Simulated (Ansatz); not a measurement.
hcp Zr was calculated with PBE-D4 in Ansatz (plane waves, PAW).

Numerical settings: plane-wave cutoff 520 eV, 18×18×12 k mesh (along the axes of the cell as run), Fermi–Dirac smearing 0.05 eV, scalar-relativistic PAW data made under PBE.

Properties against volume:

Shape and atoms are relaxed at each volume.

```csv
V (Å³/atom),P (GPa),c (Å),a (Å)
22.118,4.14,5.092,3.167
22.579,1.98,5.120,3.191
23.040,0.00,5.148,3.215
23.501,-1.82,5.178,3.238
23.962,-3.50,5.207,3.260
```

Note: the bulk modulus comes from volumes at which shape and atoms were relaxed.

Ansatz is a quantum-chemistry and plane-wave program.
